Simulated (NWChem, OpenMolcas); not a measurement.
## How basis sets differ on C4H8 (isobutene)

The species is C4H8 (12 atoms), meant as a singlet with charge 0. As SMILES, `C=C(C)C`. Geometry: relaxed at PBE0-D4/def2-TZVP.

Quantity: the dipole moment, in D. The values are calculated.

**The experiment to reproduce.** NIST CCCBDB gives the dipole moment of the gas as 0.50 D.

```tsv
level	kind	program	value (D)	computed − measured
PBE/6-31G* (spherical functions)	GGA	OpenMolcas	0.55	+0.05
PBE/def2-SVP	GGA	NWChem	0.62	+0.12
PBE/def2-SVPD	GGA	NWChem	0.58	+0.08
PBE/def2-TZVP	GGA	NWChem	0.58	+0.08
```

Nearest: PBE/6-31G* (spherical functions) (+0.05 D); farthest: PBE/def2-SVP (+0.12 D). The measured dipole is a vibrational average, so differences of a few hundredths of a debye mean little. Magnitudes only: a small dipole may point the other way at some levels.
